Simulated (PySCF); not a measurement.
Constants of HF, step by step

State: ¹Σ⁺, singlet, closed shell. De refers to H + F. RHF-based CCSD(T) in PySCF 2.14 with H aug-cc-pVTZ, F aug-cc-pVTZ and H aug-cc-pVQZ, F aug-cc-pVQZ (frozen core orbitals: 1; no relativity). Correlation energies are extrapolated as n⁻³ (n = 3, 4), Hartree–Fock as (n+1)·exp(−9√n). CV is the change on freezing 0 orbitals instead, in H cc-pVTZ, F cc-pwCVTZ. SR is the spin-free X2C energy in H cc-pVTZ-DK, F cc-pVTZ-DK less the non-relativistic one in H cc-pVTZ, F cc-pVTZ.

| Level | Re (Å) | ωe (cm⁻¹) | ωexe (cm⁻¹) | αe (cm⁻¹) | De (eV) |
| --- | --- | --- | --- | --- | --- |
| CCSD(T)/TZ | 0.9210 | 4124.9 | 87.5 | 0.766 | 6.039 |
| CCSD(T)/QZ | 0.9177 | 4141.9 | 89.6 | 0.788 | 6.110 |
| HF/CBS | 0.8970 | 4472.5 | 84.3 | 0.749 | 4.219 |
| MP2/CBS | 0.9175 | 4145.9 | 88.9 | 0.787 | 6.363 |
| CCSD/CBS | 0.9136 | 4200.9 | 89.6 | 0.787 | 6.064 |
| CCSD(T)/CBS | 0.9165 | 4152.0 | 90.9 | 0.797 | 6.159 |
| CCSD(T)/CBS+CV | 0.9160 | 4156.1 | 91.0 | 0.798 | 6.168 |
| CCSD(T)/CBS+CV+SR | 0.9160 | 4153.2 | 91.0 | 0.798 | 6.160 |

Question: How much is left between CCSD(T)/QZ and the basis-set limit, and how much do the triples give at the limit?

Answer: CCSD(T)/CBS less CCSD(T)/QZ: -1.2 mÅ in Re, +10.1 cm⁻¹ in ωe and +0.049 eV in De. CCSD(T)/CBS less CCSD/CBS: +2.9 mÅ in Re, -48.9 cm⁻¹ in ωe and +0.095 eV in De.

Question: What do the later terms add?

Answer: CV: -0.5 mÅ in Re, +4.1 cm⁻¹ in ωe and +0.009 eV in De; SR: +0.0 mÅ in Re, -2.9 cm⁻¹ in ωe and -0.008 eV in De, each against the row above.

The T1 diagnostic is 0.010. The open-shell atoms are computed with UHF. Spin–orbit coupling, excitations beyond (T) and corrections to the Born–Oppenheimer picture are left out.

The whole job (state search and all basis sets along the bond) took about 1.8 min on 4 threads of Arm Neoverse V1 (shared host), peak memory 3.3 GiB.
